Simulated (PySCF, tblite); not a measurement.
**C5H10S: geometry, infrared bands and NMR shifts**

Wanted: the infrared bands and NMR shifts of C5H10S (`C=CSCCC`), by calculation.

Programs: tblite 0.8.0 and PySCF 2.14.0, with density-fitted response routines of our own. Each step states its level of theory. These are calculated values for one molecule in the gas phase, unless marked as measured. Atoms count from 0, in the outputs and in this text.

## Step 1: The molecule as given

16 atoms, charge 0, multiplicity 1; geometry from: force field or distance geometry start.

Bonds of the start (Å): C0–C1 1.36, C1–S2 1.74, S2–C3 1.78, C3–C4 1.53, C4–C5 1.52, C0–H6 1.07, C0–H7 1.09, C1–H8 1.10, C3–H9 1.13, C3–H10 1.11, C4–H11 1.14, C4–H12 1.09, C5–H13 1.11, C5–H14 1.11, C5–H15 1.10.

## Step 2: Geometry optimisation with GFN2-xTB

What the job is given:

```
{"job": {"kind": "relax", "xc": "GFN2-xTB", "basis": "xTB"}, "charge": 0, "multiplicity": 1}
C      2.596100     0.150500     0.650100
C      1.996100     0.980600    -0.245000
S      0.573200     0.600900    -1.164700
C     -0.388700    -0.813800    -0.675400
C     -1.057000    -0.649300     0.694400
C     -1.992500     0.545300     0.586200
H      3.475400     0.429300     1.200200
H      2.092800    -0.813600     0.763800
H      2.500200     1.951600    -0.353400
H     -1.247300    -0.993800    -1.383600
H      0.223800    -1.743600    -0.679600
H     -1.754000    -1.543000     0.768200
H     -0.367600    -0.588900     1.538000
H     -2.537800     0.736200     1.533400
H     -1.405900     1.429000     0.243700
H     -2.714400     0.331400    -0.220300
```

Started as:

```console
> OMP_NUM_THREADS=1 python probes_run.py task.json out
```

The driver reads the jobs from task.json and runs them one after another.

**Question.** This job is followed by: GFN2-xTB harmonic vibrations, gas phase; GIAO PBE0/pcSseg-1 NMR shielding, non-relativistic, gas phase. What will the session give for the following? strongest single infrared mode (GFN2-xTB); zero-point energy (GFN2-xTB); ¹³C shifts against TMS (PBE0/pcSseg-1); ¹H shifts against TMS (PBE0/pcSseg-1, means over atoms taken as alike); ³³S shifts against CS2 (PBE0/pcSseg-1).

The runs gave:

```
                                                              quantity                                   value
                             strongest single infrared mode (GFN2-xTB)                    1653 cm⁻¹, 69 km/mol
                                          zero-point energy (GFN2-xTB)                           85.2 kcal/mol
                                ¹³C shifts against TMS (PBE0/pcSseg-1)      141.3, 109.5, 37.6, 22.5, 15.1 ppm
¹H shifts against TMS (PBE0/pcSseg-1, means over atoms taken as alike)  6.34, 5.38, 5.01, 2.77, 1.58, 1.14 ppm
                                ³³S shifts against CS2 (PBE0/pcSseg-1)                                  42 ppm
```

In words: The optimisation took 86 steps and gained 0.686 eV; among the close pairs (by a distance rule), S2–C3 changed most, from 1.779 to 1.825 Å. All 42 modes are real, so the xTB geometry is a minimum. The strongest single mode, at 1653 cm⁻¹, moves mainly C0 and C1. GFN2-xTB is a fitted tight-binding method: band positions and strengths are rough. Its intensities can rank the bands wrongly. C1 (alkene CH) lies farthest downfield among carbon, at 141.3 ppm; the olefinic region. The most deshielded hydrogen is H8 (hydrogen on an alkene CH), at 6.34 ppm: attached to an sp2 carbon and in the plane of the double bond. At PBE0/pcSseg-1: The largest span, 342 ppm, is at S2, where the paramagnetic term is -596 ppm.
